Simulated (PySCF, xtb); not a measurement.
Si(H)3(Me) (CH6Si), SMILES C[SiH3].

GFN2-xTB in xtb at its own geometry gives an orbital gap of 6.38 eV and a dipole moment of 0.41 D.

The structure is a stationary point at B3LYP-D3(BJ)/def2-TZVP. The isomer is the one that the SMILES or the coordinates give; other isomers of the formula were not compared.

### Question
What does B3LYP/def2-TZVPD (PySCF) give? (Estimate from the structure and the level; the computed values follow.)

### Answer
gap 8.92 eV (levels -8.99 and -0.06 eV), dipole 0.77 D.
